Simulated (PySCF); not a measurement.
Compound: C4H8NS (doublet state).
Cartesian coordinates in Å at the GFN2-xTB level; atoms count from 1:
```xyz
14
C4H8NS angstrom
C      2.305   -0.428    0.553
C      0.854   -0.558    0.399
N      0.302    0.639   -0.272
C     -0.975    0.865   -0.573
C     -1.984   -0.171   -0.211
S     -1.391    2.271   -1.327
H      2.714    0.106    1.388
H      2.961   -0.702   -0.249
H      0.596   -1.429   -0.214
H      0.358   -0.649    1.372
H      0.968    1.357   -0.528
H     -1.983   -0.345    0.864
H     -2.973    0.158   -0.518
H     -1.754   -1.115   -0.705
```

The hyperfine couplings belong to this conformer and change with its torsions.

As a line formula: `[CH2]CNC(C)=S` [radical].

Theory: PySCF, UKS B3LYP, pcH-1 on C H N S, non-relativistic, mean-field spin-orbit, GIAO. One conformer (not necessarily the lowest) at the GFN2-xTB geometry, without solvent, vibrations or thermal averaging. The geometry wasn't refined by DFT: couplings that depend on bond lengths, twists or pyramidal angles can differ widely from those at the functional's own minimum. Stability of the SCF solution: not tested.

Problem. Break the g tensor into its mass correction, gauge correction and orbital-Zeeman/spin–orbit terms.

Solution. 
```json
{"Δg (ppm)": "relativistic mass correction", "1": "-147", "2": "-147", "3": "-147"}
{"Δg (ppm)": "gauge correction", "1": "33", "2": "6", "3": "37"}
{"Δg (ppm)": "orbital Zeeman/spin–orbit", "1": "22", "2": "203", "3": "451"}
{"Δg (ppm)": "total", "1": "-92", "2": "62", "3": "340"}
```

So g = 2.00223, 2.00238, 2.00266 and g_iso = 2.00242; the tensor is rhombic: the two nearest values differ by 36 % of g3 − g1. Axes: g3 points within 6° of the C1–C2 bond.

Problem. Average each term over the three axes. Which is largest in size?

Solution. The orbital-Zeeman/spin–orbit term 225, the mass correction -147 and the gauge correction 25 ppm, for a total of 103 ppm. The orbital-Zeeman/spin–orbit term is the largest in size. The mass correction is the same along every axis, so the anisotropy comes from the other two: their spans along these axes are 31 (gauge) and 429 ppm (orbital Zeeman/spin–orbit).

Problem. At 9.441 GHz, how far is the centre of the isotropic spectrum from where a free electron (g = 2.002319) resonates?

Solution. B = hν/(g μB) with μB/h = 13.99624 MHz/mT gives 336.88 mT for the free electron and 336.86 mT at g_iso, 0.02 mT lower.

Problem. In a frozen sample, at which fields do the three g values resonate at 9.5, 34, 94 and 263 GHz (hyperfine left aside), and which band first spreads them over more than twice a line width of 0.5 mT?

Solution. 
```
band    GHz  B(g3) mT  B(g2) mT  B(g1) mT  spread mT
   X    9.5    338.93    338.97    339.00       0.07
   Q   34.0   1213.00   1213.17   1213.26       0.26
   W   94.0   3353.58   3354.05   3354.31       0.72
   J  263.0   9382.90   9384.21   9384.93       2.03
```

The spread grows in proportion to the frequency. J band is the first where it exceeds 1.0 mT.

The largest Mulliken spin populations are on C1 (+1.08) and C2 (-0.08). C1 is the only atom above +0.15. The positive populations add up to 1.17 and the negative ones to -0.17, together 2S = 1. The angles at C1 add up to 359.0°, so it is planar; its axial dipolar tensor and the negative couplings of its protons fit spin in a p orbital normal to that plane.

The HOMO–LUMO gaps are 4.79 eV among the α and 2.77 eV among the β orbitals.
